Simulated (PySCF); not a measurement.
Geometry (Å), atoms numbered from 1 in this order:
```xyz
11

F    -0.4858    1.9158    0.2070
C    -0.2651    0.8217   -0.5925
C    -1.0032   -0.3931   -0.0037
O     0.0215   -1.2873    0.3483
C     1.1806   -0.5245    0.4305
O     1.0576    0.4558   -0.5735
H    -0.5476    1.1063   -1.6171
H    -1.6775   -0.8795   -0.7233
H    -1.5867   -0.0572    0.8727
H     2.0588   -1.1501    0.2199
H     1.2805   -0.0390    1.4240
```

Geometry: PBE0-D3(BJ)/def2-SVP; GIAO shifts from PySCF, gas phase, non-relativistic, averaged over equivalent atoms.

At PBE0/6-31G (64 basis functions, 8.7 s wall time on 1 thread of an Arm Neoverse N1, shared host):
```
atoms  δ (ppm)
   F1   -149.2
   C2    104.6
   C5     91.0
   C3     69.6
   O6    110.7
   O4     47.9
   H7     5.68
  H10     5.50
  H11     5.22
   H8     4.19
   H9     3.80
```

Shifts are taken against calculated references (same method and geometry level): CFCl3 for 19F (σref 177.36); 13C (σref 199.54) and 1H (σref 32.61) vs TMS; H2O for 17O (σref 318.49).

Task: Predict the values at mPW1PW91/pcSseg-2 on the same geometry.

Result: 
```tsv
atoms	δ at mPW1PW91/pcSseg-2	change
F1	-136.9	+12.3
C2	113.8	+9.2
C5	99.9	+8.9
C3	76.3	+6.7
O6	140.2	+29.5
O4	68.0	+20.1
H7	5.79	+0.11
H10	5.06	-0.44
H11	4.93	-0.29
H8	4.09	-0.10
H9	3.66	-0.14
```

Scale: CFCl3 for 19F (σref 177.19); 13C (σref 183.53) and 1H (σref 31.29) vs TMS; 17O (σref 327.10) vs H2O (reference shieldings calculated alike).

The largest change is at O6 (ether oxygen). Cost: 286 basis functions, 61 s wall time on 1 thread of an Arm Neoverse N1, shared host. The order of the carbon signals is the same at both levels.

Unscaled 19F shifts against computed CFCl3 carry errors that often reach 10 to 50 ppm. Experimental scales use liquid or dissolved standards, which lie at an offset from isolated H2O (liquid H2O: subtract about 36 ppm).
